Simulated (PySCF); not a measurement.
From one molecule to another.

First species: C4H6N2.
Numbering: `[CH3:1][n:2]1[cH:3][cH:4][n:5][cH:6]1` (hydrogens: H7, H8, H9 on C1; H10 on C3; H11 on C4; H12 on C6)

Geometry (PBE0-D3(BJ)/def2-SVP, Å), atoms numbered from 1 in this order:
```
atom  x, y, z in Å
C1    -1.6684   -0.2979    0.1426
N2    -0.2600   -0.0430   -0.0095
C3     0.7440   -0.9782   -0.0497
C4     1.9099   -0.2597   -0.1778
N5     1.6439    1.0789   -0.2149
C6     0.3423    1.1747   -0.1108
H7    -1.8962   -0.7058    1.1396
H8    -2.0211   -1.0084   -0.6195
H9    -2.2200    0.6431    0.0178
H10    0.5416   -2.0449    0.0131
H11    2.9262   -0.6462   -0.2472
H12   -0.2357    2.1001   -0.1046
```

Second species: C2H2F3P.
Cartesian coordinates in Å at the PBE0-D3(BJ)/def2-SVP level; atoms count from 1:
```
atom  x, y, z in Å
F1    -2.2120   -0.8504    0.2990
C2    -1.1156   -0.1554    0.1656
F3    -1.3225    1.1239    0.3492
C4     0.0834   -0.6653   -0.1288
F5     0.1716   -1.9921   -0.2908
P6     1.6427    0.2648   -0.3678
H7     1.7062    0.8691    0.9252
H8     1.0598    1.4176   -0.9719
```

Levels: CAM-B3LYP/def2-SVPD for dipole moment, HOMO energy, LUMO energy, HOMO–LUMO gap, static isotropic polarisability and electronic spatial extent ⟨r²⟩ about the centre of nuclear charge; TDDFT CAM-B3LYP/def2-SVPD for lowest singlet excitation; TDA CAM-B3LYP/def2-SVPD for lowest triplet excitation (Tamm–Dancoff); ΔSCF CAM-B3LYP/def2-SVPD for vertical ionisation energy; PBE0-D3(BJ)/def2-SVP for rotational constant A and rotational constant C. Geometries: PBE0-D3(BJ)/def2-SVP. All species are isolated and taken at one optimised geometry, non-relativistic unless stated; the electronic structure was computed with PySCF and density fitting.

The conformers computed, where there is a choice (atom-mapped SMILES and torsion angles):
- `[F:1][C:2]([F:3])=[C:4]([F:5])[PH2:6]`: H–P6–C4–C2 60°, H–P6–C4–C2 -35°

Which has the higher rotational constant C?

The first: 2.652 GHz against 1.446 GHz, a difference of 1.206 GHz.

Which of the two has the higher HOMO energy, and by how much?

The first: -7.89 eV against -8.98 eV, a difference of 1.09 eV.

Which has the higher dipole moment?

The first: 4.17 D against 1.55 D, a difference of 2.62 D.

Which has the higher S1 energy?

The first: 6.32 eV against 6.21 eV, a difference of 0.11 eV.

Which of the two has the higher T1 energy, and by how much?

The first: 4.48 eV against 4.08 eV, a difference of 0.40 eV.

Which has the higher vertical ionisation energy?

The second: 9.98 eV against 8.76 eV, a difference of 1.22 eV.

Which of the two has the higher rotational constant A, and by how much?

The first: 9.230 GHz against 4.312 GHz, a difference of 4.918 GHz.

Which of the two has the higher LUMO energy, and by how much?

The first: 1.12 eV against 0.53 eV, a difference of 0.59 eV.

On the first: The polarisability is 8.78 Å³ as a volume (1 au = 0.148185 Å³), or 1.35 au for each of the 44 electrons. The principal polarisabilities are 41.0, 64.3 and 72.4 au; their mean is the isotropic value.

On the second: The ΔSCF ionisation energy exceeds −ε(HOMO) by 1.00 eV with CAM-B3LYP. No computed singlet falls in the visible range (750 to 380 nm, 1.65 to 3.26 eV); S1 lies 2.95 eV above its blue end.
